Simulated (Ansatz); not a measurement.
Relaxing TlRe3

Level of theory: DFT PBE, scalar-relativistic, plane waves, PAW (Ansatz 0.2.0). Cutoff 420 eV, Γ-centred k mesh, Gaussian smearing, no spin polarisation in the final step.

The start puts TlRe3 on the TiAl3 (D0_22) structure type (I4/mmm, No. 139), with Tl in place of Ti, Re in place of Al, at a guessed volume.

```
CELL_PARAMETERS angstrom
-2.00917 2.00917 4.48802
2.00917 -2.00917 4.48802
2.00917 2.00917 -4.48802
ATOMIC_POSITIONS crystal
Tl 0.00000 0.00000 0.00000
Re 0.50000 0.50000 0.00000
Re 0.25000 0.75000 0.50000
Re 0.75000 0.25000 0.50000
```

Cell and atoms relax at zero pressure; the relaxation can't lower the symmetry of the start. After a coarse first stage the cell is made exact in the group found at 0.06 Å.

The zero of energy is the elements' standard structures at the same level; no fitted shifts are applied.

(1) Describe the relaxed structure.

(2) What are its volume, energy, density and gap?

## Answers

(1) It keeps I4/mmm (No. 139). The result has the TiAl3 (D0_22) structure. Conventional cell: a = 3.950 Å, c = 8.404 Å. Tl has 12 Re at 2.79–2.88 Å; around Re on Wyckoff site b (1 atom of the primitive cell) lie 4 Tl at 2.79 Å and 8 Re at 2.88 Å; around Re on Wyckoff site d (2 atoms of the primitive cell) lie 8 Re at 2.79–2.88 Å and 4 Tl at 2.88 Å.

```
Tl Re
1.0
    -1.97506    1.97506    4.20201
     1.97506   -1.97506    4.20201
     1.97506    1.97506   -4.20201
Tl Re
1 3
Direct
  0.00000 0.00000 0.00000
  0.50000 0.50000 0.00000
  0.25000 0.75000 0.50000
  0.75000 0.25000 0.50000
```

(2) The volume per atom is 16.39 Å³. The density is 19.32 g/cm³ and the energy over the elements is 0.96 eV/atom. The gap on the 16×16×16 mesh is 0 eV (a metal).

The final run used a 16×16×16 mesh on its 4-atom cell and 0.10 eV smearing. For metals, differences of a few meV/atom aren't resolved. Spin–orbit coupling is left out. Symmetry constrained the relaxation, so the result can be a saddle point.

Cost: 3 runs of about 4.1 core-minutes in all, on Arm Neoverse V1 (shared hosts).